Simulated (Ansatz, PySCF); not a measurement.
This Ansatz (an electronic-structure program) input computes a CCSD(T)/cc-pVDZ energy:

Ansatz 0.2 input:
```yaml
crystal:
  periodic: [false, false, false]
  atoms:
    - {symbol: C, position_ang: [-0.01056978, 0.49778310, 0.42770843]}
    - {symbol: F, position_ang: [0.01210757, -0.48553006, -0.48251610]}
    - {symbol: H, position_ang: [-0.98026178, 0.69384468, 0.86184822]}
    - {symbol: H, position_ang: [0.93471233, 0.68922727, 0.91454611]}
basis:
  gaussian:
    orbitals: cc-pVDZ
magnetization: {spin_polarized: true, initial_magnetization: 1}
correlation: {method: ccsd_t, electrons: outside_noble_gas}
```

Task: Write an input for the same energy in PySCF and say what it gives.

Result: 
```python
from pyscf import gto, scf, mp, cc as ccmod

mol = gto.M(
    atom='''
    C    -0.01056978    0.49778310    0.42770843
    F     0.01210757   -0.48553006   -0.48251610
    H    -0.98026178    0.69384468    0.86184822
    H     0.93471233    0.68922727    0.91454611
    ''',
    basis='cc-pvdz',
    charge=0,
    spin=1,
    verbose=4,
)

mf = scf.UHF(mol)
mf.conv_tol = 1e-10
mf.max_cycle = 100
mf.kernel()
mo, _, stable, _ = mf.stability(return_status=True)
if not stable:
    mf.kernel(mf.make_rdm1(mo, mf.mo_occ))
mp2 = mp.MP2(mf, frozen=2).run()
cc = ccmod.CCSD(mf, frozen=2)
cc.max_cycle = 100
cc.kernel()
et = cc.ccsd_t()
print(f'E(CCSD(T)) = {cc.e_tot + et:.9f}')
```
It gives -138.74304 Eh, and Ansatz -138.74304 Eh, a difference of 0.00 mEh.

It need not be the lowest isomer of its formula.
